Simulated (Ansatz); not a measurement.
Input file:

```yaml
crystal:
  periodic: [false, false, false]
  atoms:
    - {symbol: O, position_ang: [0.000000, 0.000000, 0.000000]}
    - {symbol: Ga, position_ang: [0.000000, 0.000000, 1.671000]}
basis:
  gaussian: {orbitals: 6-31G}
total_charge: 1
magnetization: {spin_polarized: false}
correlation: {method: ccsdtq, electrons: outside_noble_gas}
```

```sh
$ ansatz run in.yaml --threads 1 --pin off --events-out ev --progress --plain --max-ram 2393MiB
```

Log:

```
583 factors; integrals over basis functions are off by at most 7.2e-8 eV
mean field evaluation 1: about -54330.1118 eV, gradient 9.0e1 eV
mean field evaluation 2: about -54330.2133 eV, gradient 8.9e1 eV
mean field evaluation 4: about -54347.6955 eV, gradient 2.2e1 eV
mean field evaluation 8: about -54350.1837 eV, gradient 2.3e0 eV
mean field evaluation 16: about -54350.2475 eV, gradient 2.7e-4 eV
mean field evaluation 32: about -54347.0485 eV, gradient 1.6e-1 eV
mean field evaluation 64: about -54335.0406 eV, gradient 1.7e1 eV
mean field evaluation 96: about -54346.4242 eV, gradient 1.6e1 eV
mean field evaluation 128: about -54348.9468 eV, gradient 8.5e0 eV
mean field evaluation 160: about -54336.2920 eV, gradient 2.3e1 eV
...
cycle  15  -5.49062730 eV  change    1.1e-5 eV  update   4.4e-5
cycle  16  -5.49061611 eV  change    1.1e-5 eV  update   3.3e-5
cycle  17  -5.49062406 eV  change   -7.9e-6 eV  update   1.1e-5
cycle  18  -5.49061088 eV  change    1.3e-5 eV  update   8.3e-6
cycle  19  -5.49061403 eV  change   -3.1e-6 eV  update   8.2e-6
cycle  20  -5.49061679 eV  change   -2.8e-6 eV  update   2.7e-6
cycle  21  -5.49061683 eV  change   -4.5e-8 eV  update   2.5e-6
cycle  22  -5.49061921 eV  change   -2.4e-6 eV  update   1.2e-6
cycle  23  -5.49062073 eV  change   -1.5e-6 eV  update   1.3e-6
cycle  24  -5.49062068 eV  change    4.5e-8 eV  update   2.5e-7
Total energy: -54355.73815533 eV, -1997.5365335658 hartree
```

Ran on 1 thread of Arm Neoverse V2, shared host: 15 s wall, 0.19 GiB peak host memory.
